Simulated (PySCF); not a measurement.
How methods differ on the ionisation energy of Be

Be [He] 2s2 (1S) → Be⁺ [He] 2s1 (2S), as a difference of total energies. Calculation: PySCF 2.14, in def2-TZVPPD; no relativity, point nucleus. Correlated levels: valence: 1s2 frozen. The calculations carry no spin-orbit coupling.

Problem. Order these methods by the ionisation energy they give, lowest first.
A. CCSD (valence)
B. UHF
C. MP2 (valence)
D. SCS-MP2 (valence)

Solution. B (8.042 eV), C (8.755 eV), D (8.898 eV), A (9.272 eV).

Errors of the correlated levels include the incompleteness of this basis and the frozen core.

With two correlated electrons CCSD is exact in that space.

For comparison: 9.323 eV (measured; NIST Atomic Spectra Database, ionization energies).
